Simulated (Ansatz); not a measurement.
# A rate constant, worked out

An elementary step of CH6SSi, singlet (CH₆SSi ([CH3][SiH2][SH]) → CH₄Si ([CH3][SiH]) + H₂S (still joined by a long Si–S bond); Si–S, Si–H broken or loosened, S–H formed or tightened). The start structure is the reactant molecule, and the electronic barrier above it is 2.977 eV by CCSD(T) at an estimated basis limit (MP2 extrapolated from triple and quadruple zeta, plus CCSD(T) − MP2 in triple zeta). Ansatz 0.2.0; basis: def2-TZVPP and def2-QZVPP; cores frozen in the correlated methods. Extrapolation: Hartree–Fock as exp(−7.88 √X), correlation as X^−2.97. Harmonic wavenumbers at PBE0-D4/def2-TZVP (Ansatz 0.2.0), in cm⁻¹:

Start: 146, 167, 183, 492, 503, 647, 650, 708, 810, 878, 898, 969, 1278, 1447, 1451, 2214, 2215, 2712, 3055, 3140, 3146.

Saddle: 445i, 117, 167, 215, 317, 501, 599, 651, 664, 774, 929, 1105, 1260, 1438, 1448, 1561, 2102, 2723, 3036, 3115, 3146.

Problem. Work out the transition-state-theory rate constant at 900 K from these numbers alone (harmonic vibrations; rotation, path degeneracy and anharmonicity left out), and the Wigner tunnelling factor. Use 1 cm⁻¹ = 1.2398 × 10⁻⁴ eV and k_B = 8.617 × 10⁻⁵ eV/K.

Solution. Zero-point energies, half the sums: start 27709/2 cm⁻¹ = 1.7177 eV; saddle, real modes only, 25868/2 cm⁻¹ = 1.6036 eV.
Barrier with zero-point energy: 2.977 + 1.6036 − 1.7177 = 2.8629 eV.
k_BT = 0.07756 eV, so the barrier is 36.91 k_BT.
Vibrational partition functions from the zero-point level, ln q = −Σ ln(1 − exp(−hν/k_BT)): start 8.411, saddle 8.613.
k = (k_BT/h) exp(ln q‡ − ln q) exp(−E0/k_BT), with log₁₀(k_BT/h in s⁻¹) = 13.27: log₁₀ k = 13.27 + (0.202 − 36.91)/2.3026 = -2.67, so k ≈ 2 × 10^(-3) s⁻¹.
Wigner factor: 1 + (hν‡/k_BT)²/24 = 1 + (0.71)²/24 = 1.02. A change of 1 kcal/mol (0.043 eV) in the barrier would change k by a factor of 1.7 at this temperature.

No T1 diagnostic of these runs exceeds 0.016. The restricted Hartree–Fock reference is unstable towards an unrestricted one at one or more of these structures.

Losses and insertions of silylenes and their heavier kin drive the gas-phase chemistry of silicon and germanium vapour deposition.

Labels in which every atom is bracketed show which atoms are joined, not bond orders.

For scale, one of the runs: CCSD(T)/def2-TZVPP, 199 basis functions, launched by `ansatz run in.yaml --threads 2 --pin off --events-out ev --progress --plain --max-ram 4352MiB`. The run took 48 s on 2 CPU threads (shared host), with 2.2 GiB of host memory at its peak.
